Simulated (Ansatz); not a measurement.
An input meant for (LiH)2 ring (Li₂H₂) (charge 0, singlet; scaled by 1.05).

```yaml
crystal:
  periodic: [false, false, false]
  atoms:
    - {symbol: Li, position_ang: [0.815847, 0.509124, -0.715427]}
    - {symbol: H, position_ang: [-0.774245, 1.149936, -0.064589]}
    - {symbol: Li, position_ang: [-0.815827, -0.509103, 0.715457]}
    - {symbol: H, position_ang: [0.865847, 0.809124, -0.715427]}
basis:
  gaussian: {orbitals: def2-SVP}
hamiltonian: {xc: {name: CAM-B3LYP}, dispersion: d3bjatm}
```

```sh
$ ansatz run in.yaml --threads 4 --pin off --events-out ev --progress --plain --max-ram 3916MiB
```

Output, abridged:

```
Functional definition: CAM-B3LYP
  name "CAM-B3LYP"
  cite "Yanai, Tew & Handy, Chem. Phys. Lett. 393, 51 (2004) doi:10.1016/j.cplett.2004.06.011"
  cite "Iikura, Tsuneda, Yanai & Hirao, J. Chem. Phys. 115, 3540 (2001) doi:10.1063/1.1383587"
  cite "Becke, Phys. Rev. A 38, 3098 (1988) doi:10.1103/PhysRevA.38.3098"
  cite "Lee, Yang & Parr, Phys. Rev. B 37, 785 (1988) doi:10.1103/PhysRevB.37.785"
  cite "Vosko, Wilk & Nusair, Can. J. Phys. 58, 1200 (1980) doi:10.1139/p80-159"
  parameter alpha = 0.19
  parameter beta = 0.46
  parameter omega = 0.33/bohr
  parameter ac = 0.81
  # Exact exchange under (alpha + beta erf(omega r))/r, Becke's under what is left of 1/r.
  exchange = (1 - alpha - beta)*b88_x + beta*b88_x_sr(omega) + alpha*exact_x + beta*exact_x_lr(omega)
  correlation = (1 - ac)*vwn5_c + ac*lyp_c
360 factors; integrals over basis functions are off by at most 9.2e-4 eV
156 factors; integrals over basis functions are off by at most 1.3e-5 eV
mean field evaluation 1: about -384.6815 eV, gradient 1.2e1 eV
mean field evaluation 2: about -385.3968 eV, gradient 3.8e0 eV
mean field evaluation 4: about -385.4659 eV, gradient 3.9e-1 eV
mean field evaluation 8: about -385.4816 eV, gradient 5.7e-2 eV
mean field evaluation 16: about -385.4816 eV, gradient 8.2e-5 eV
mean field -385.48164695 eV, -14.1661892365 hartree, gradient 8.2e-5 eV, S^2 0.000000; 0 other end points of the search recorded, 0 dependent functions left out
reference -385.48176758 eV, -14.1661936697 hartree; 4, 4 occupied and 24, 24 virtual orbitals, 360 factors
Total energy: -385.51744126 eV, -14.1675046531 hartree
```

In this input one atom was put on top of another. The calculation finished and met its thresholds. The result belongs to that input, not to the species as meant.
